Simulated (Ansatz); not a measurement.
Mulliken charges of `F[C]F` from r2SCAN/def2-TZVPP in Ansatz (PBE0-D4/def2-TZVP geometry).

```tsv
atom	x (Å)	y (Å)	z (Å)	charge (e)
F1	0.316	0.971	0.282	-0.071
C2	0.382	-0.319	0.175	0.142
F3	-0.699	-0.653	-0.457	-0.071
```

Problem. By hand: the dipole of these point charges (1 e Å = 4.8032 D).

Solution. Σ q r = (0.081, -0.068, 0.037) e Å, of length 0.112 e Å = 0.54 D.

Problem. How does the dipole of the full density compare? (Best estimate.)

Solution. Computed: (-0.116, 0.097, -0.053) e Å, 0.77 D; the point charges give 0.70 times that, at 180° from its direction, so they point the opposite way.

Point charges leave out the atoms' own dipoles, such as those of lone pairs, and Mulliken's split depends on the basis, so the two needn't agree.
